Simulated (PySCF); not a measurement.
**Computed data sheet: `FCCCl`**

Species: C2H4ClF.
Numbering: `[F:1][CH2:2][CH2:3][Cl:4]` (hydrogens: H5, H6 on C2; H7, H8 on C3)

Some functional groups and rings: C–F bond and C–Cl bond.

From GFN2-xTB geometry:

| Quantity | Value |
| --- | --- |
| Point group of the GFN2-xTB geometry | Cs |
| Rotational constants A, B, C of the GFN2-xTB geometry | 30.159, 2.404, 2.292 GHz |

wB97X-D/def2-SVPD ground state and vertical TDDFT (core frozen in the response) (PySCF):

| Property | Result |
| --- | --- |
| Dipole moment | 0.12 D |
| HOMO energy | -10.77 eV |
| LUMO energy | 1.94 eV |
| HOMO–LUMO gap | 12.71 eV |
| Lowest singlet excitation | 7.53 eV (165 nm, f = 0.003) |
| Lowest triplet excitation (Tamm–Dancoff) | 6.84 eV |
| Static isotropic polarisability | 40.9 au |
| Electronic spatial extent ⟨r²⟩ about the centre of nuclear charge | 476 bohr² |

Monoisotopic mass (most abundant isotopes): 81.9986 u.

The dipole equals about 0.4 × 10⁻³⁰ C·m (1 D = 3.33564 × 10⁻³⁰ C·m). The principal polarisabilities are 35.6, 38.0 and 49.1 au; their mean is the isotropic value. S1 lies 5.18 eV below the HOMO–LUMO gap. The rotational constants make it an asymmetric top with κ = (2B − A − C)/(A − C) = -0.99, nearer the prolate limit (−1). The polarisability is 6.06 Å³ as a volume (1 au = 0.148185 Å³), or 0.97 au for each of the 42 electrons.

One conformer (not necessarily the lowest) at the GFN2-xTB geometry, without solvent, vibrations or thermal averaging.

Conformer computed: `[F:1][CH2:2][CH2:3][Cl:4]`: F1–C2–C3–Cl4 180°.
